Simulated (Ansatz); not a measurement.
Cartesian coordinates in Å:
```
N 1.947 0.951 -0.964
C 0.999 0.488 -0.495
Al -0.592 -0.289 0.293
H -0.416 -1.033 1.667
H -1.938 -0.117 -0.502
```

Total charge 0; spin multiplicity 1.

Q: List the CAM-B3LYP/def2-TZVPP orbital energies in eV (the Gaussian-basis code of Ansatz). (Estimate.)

A: Computed: Occupied: -1527.63, -391.84, -279.27, -115.65, -76.41, -76.21, -76.15, -26.88, -16.10, -12.86, -11.61, -11.51, -11.44, -10.67. Lowest empty: -1.63, 0.95, 1.37, 1.43, 2.07, 2.86, 3.64, 4.39.
